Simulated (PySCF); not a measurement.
HS, SMILES [SH] (connectivity only; charge and spin as stated), charge -1, multiplicity 1. Geometry optimised at B3LYP-D3(BJ)/def2-TZVPD. The spin state was assumed, not searched.

Calculation: B3LYP-D3(BJ)/def2-TZVPD in PySCF 2.14.0.

Harmonic wavenumbers (cm⁻¹): 2624. Rotational constants (GHz): 284.7 (linear); symmetry number 1.

Task: Work out the zero-point energy and the ideal-gas rigid-rotor harmonic-oscillator thermochemistry at 298.15 K and 1 atm.

Result: ZPE = ½ Σ hcν = ½ × 2624 cm⁻¹ = 3.75 kcal/mol. H − E(el) = 5.83 kcal/mol. Entropy in cal/(mol K): translation 36.42, rotation 8.11, vibration 0.00, total 44.53. G − E(el) = -7.45 kcal/mol. Cp = 6.96 cal/(mol K).
